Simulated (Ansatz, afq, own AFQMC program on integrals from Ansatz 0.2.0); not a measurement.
CH4Se, singlet: energetics from AFQMC and coupled cluster

```json
{"atom": "C", "x (Å)": "-0.1322", "y (Å)": "-0.3510", "z (Å)": "-0.3899"}
{"atom": "Se", "x (Å)": "0.8576", "y (Å)": "0.2576", "z (Å)": "1.1737"}
{"atom": "H", "x (Å)": "-1.2067", "y (Å)": "-0.4149", "z (Å)": "-0.1768"}
{"atom": "H", "x (Å)": "0.2466", "y (Å)": "-1.3563", "z (Å)": "-0.6174"}
{"atom": "H", "x (Å)": "0.0509", "y (Å)": "0.3024", "z (Å)": "-1.2522"}
{"atom": "H", "x (Å)": "0.1837", "y (Å)": "1.5622", "z (Å)": "1.2626"}
```

Geometry: a PBE0/def2-SVP stationary point, not shown to be a minimum. Basis def2-TZVP. Noble-gas cores (and the filled d shells of Ga–Kr and In–Xe) are frozen. Integrals, coupled cluster, full CI and functionals: Ansatz 0.2.0; the random walks run on the same integrals in our own AFQMC program. ph-AFQMC/CISD is guided by a CISD state made of CCSD amplitudes; releasing the constraint for a short imaginary time cuts its bias at the price of noise, slowly where states lie close. ± is one standard error of the sampling. No spin–orbit coupling.

Best estimates are CCSD(T) at the basis-set limit (def2-TZVPP/QZVPP) plus the step from CCSD(T) to the highest rung at hand in def2-TZVP, named in the table (released AFQMC can keep some 10 meV of bias). Fragments are relaxed and keep their bonds. No zero-point, core-correlation or spin–orbit terms, no scalar relativity below Rb. Other levels are in def2-TZVP; a dash marks a level that is missing or breaks spin symmetry for a member.

Cautions: inner d shell frozen; no relativity below Rb; no spin-orbit coupling.

```csv
process,best estimate (kJ/mol),highest rung
C1–H5 → CH3Se (doublet; CH2–SeH) + H (doublet),438,CCSDT(Q)
C1–Se2 → CH3 (doublet; CH3) + HSe (doublet),296,CCSDT(Q)
to free atoms,1907,CCSDT(Q)
```

Errors against the best estimates in kJ/mol, the processes numbered in the order above:

| level | error, 1 | error, 2 | error, 3 |
| --- | --- | --- | --- |
| MP2 | -10 | 2 | -82 |
| CCSD(T) | -11 | -13 | -75 |
| ph-AFQMC/CISD | -12 ± 0.8 | -13 ± 0.6 | -74 ± 0.5 |
| CCSD(T)/CBS | 1 | 0 | 0 |
| PBE | -20 | 4 | 16 |
| r2SCAN | -23 | -18 | 0 |
| PBE0 | -17 | -6 | -8 |
| B3LYP | -11 | -22 | -10 |
| wB97M-V | -1 | -2 | -5 |
| B2PLYP | -11 | -15 | -33 |

Cost at the first geometry (cards were shared with other jobs): PBE0/def2-TZVP, 2.4 s on 1 thread of AMD EPYC 7R13 Processor (Zen 3), on a shared host; RCCSD(T)/def2-TZVP, 1.6 s on 1 × NVIDIA H100 80GB HBM3 with 1 thread of AMD EPYC 7R13 Processor (Zen 3) (shared host); CCSD(T)/def2-QZVPP, 3.1 s on 1 × NVIDIA H100 80GB HBM3 with 1 thread of AMD EPYC 7R13 Processor (Zen 3), on a shared host; CCSDT(Q), 8 s on 1 × NVIDIA H100 80GB HBM3 with 1 thread of AMD EPYC 7R13 Processor (Zen 3) (shared host); ph-AFQMC/CISD with release, 77 s on 1 × NVIDIA H100 80GB HBM3 with 2 threads of AMD EPYC 7R13 Processor (Zen 3), with other jobs on the host.

Best estimates are given only where the step beyond CCSD(T) is under 0.3 eV and no member's determinant is very poor (T1 over 0.05, or 0.07 for open shells, ⟨S²⟩ too high by 0.3, two states mixed), so the hardest cases are missing from such tables.

The functionals ran in a triple-zeta set and keep a basis error of their own, a few kJ/mol for each bond in atomization energies and more for double hybrids, so close places among them and the extrapolated levels can swap.

CCSDT and higher add their correlation energy to the determinant of the CCSD(T) run, since their own runs factorise the integrals more tightly (a shift of under 2 meV). Each member of a difference takes its own highest rung, so a best estimate needn't equal the limit plus the step of one row. A walk keeps the symmetry of its determinant, which the program's search chose and which needn't be the lowest solution, so a lower state of the same spin and another symmetry isn't excluded.
